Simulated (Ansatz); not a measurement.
Where CCSD(T) holds and where it slips

Each species is computed at the geometry given (Å), with frozen cores, in Ansatz 0.2.0: RHF-CCSD(T) for singlets, UHF-CCSD(T) otherwise, and full CI in the same basis. The program picks the determinant by trial CCSD, so it needn't be the lowest Hartree–Fock solution. States: BC Π, AlSi Σ⁻ or Δ, AsH2⁺ A'. Cases whose determinant has another symmetry than full CI's state, or whose (Q) step broke down, weren't drawn. No relativity is included.

Question: Judging by size, spin and bonding, rank them by the size of CCSD(T)'s error in total energy against full CI in the same basis, smallest first (an estimate).
A. AsH2⁺, singlet, cc-pVDZ: As -0.001 -0.028 0.001; H -0.001 1.028 -1.101; H 0.047 1.087 1.038
B. BC, doublet, cc-pVDZ: B 0.000 0.000 0.000; C 0.000 0.000 1.344
C. AlSi, quartet, cc-pVDZ: Si 0.000 0.000 0.000; Al 0.000 0.000 8.318

Answer: A (16.7 meV), C (22.4 meV), B (236.8 meV).

```
       species    basis  correlated electrons  CCSD(T) − full CI (meV)  CCSDT(Q) − full CI (meV)  unpaired electrons (full CI)     T1  ⟨S²⟩ of the determinant
AsH2⁺, singlet  cc-pVDZ                     6                     16.7                       0.7                          0.06  0.012                     0.00
 AlSi, quartet  cc-pVDZ                     7                     22.4                       0.8                          3.19  0.012                     3.78
   BC, doublet  cc-pVDZ                     7                   236.8*                      24.3                          1.84  0.084                     2.01
```

Unpaired electrons are Σ n²(2−n)² over natural occupations; an open shell counts its own unpaired electrons too. Frozen cores follow each run's orbitals, which moves totals by a few meV. No single determinant describes BC, doublet well, by full CI's occupations. An asterisk marks runs whose energy the program itself flagged as in doubt.
